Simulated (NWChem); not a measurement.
# water (H₂O); SMILES O

Program: NWChem. Pople sets run with spherical d functions. B3LYP is NWChem's, with the RPA form of VWN correlation. Each level has its own optimisation; frequencies are unscaled.

| level | r H–O (Å) | highest harmonic frequency (cm⁻¹) | lowest (cm⁻¹) | zero-point energy (kcal/mol) | dipole (D) |
|---|---|---|---|---|---|
| Hartree-Fock/STO-3G | 0.989 | 4391 | 2170 | 15.3 | 1.71 |
| Hartree-Fock/3-21G | 0.967 | 3946 | 1799 | 13.7 | 2.39 |
| Hartree-Fock/6-31G* | 0.948 | 4175 | 1826 | 14.4 | 2.19 |
| B3LYP/6-31G* | 0.969 | 3845 | 1711 | 13.3 | 2.09 |
| LDA (Slater exchange, VWN5)/def2-SVP | 0.974 | 3825 | 1558 | 13.0 | 2.05 |
| PBE/def2-SVP | 0.975 | 3790 | 1609 | 13.0 | 1.97 |
| BLYP/def2-SVP | 0.978 | 3727 | 1613 | 12.8 | 1.95 |
| PBE0/def2-SVP | 0.963 | 3967 | 1644 | 13.5 | 2.03 |
